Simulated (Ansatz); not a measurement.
Two shapes of singlet C₂H₂.

Shape 1:

```xyz
4

C    -0.0140   -0.0452   -0.6204
C    -0.0192   -0.0432    0.6205
H    -0.0291   -0.0316   -1.6538
H     0.0289    0.0338    1.7020
```

Shape 2:

```xyz
4

C     0.0000    0.0000   -0.5559
C     0.0000    0.0000    0.5559
H     0.0000    0.0000   -1.5449
H     0.0000    0.0000    1.5449
```

Basis set: 6-31G* (spherical functions). Left uncorrelated: 2 orbitals. Charge 0, multiplicity 1.

Computed with Ansatz (development build ahead of 0.2.0); each method stands on the lowest determinant of its kind that the runs found.

**Question.** Which shape is lower in energy, and by how much in each method?

**Answer.**

```json
{"method": "RHF", "E(2) − E(1) (eV)": "0.414"}
{"method": "RHF-MP2", "E(2) − E(1) (eV)": "0.931"}
```

Shape 1 is lower. Caution: no unrestricted run beside it, a lower state can exist.
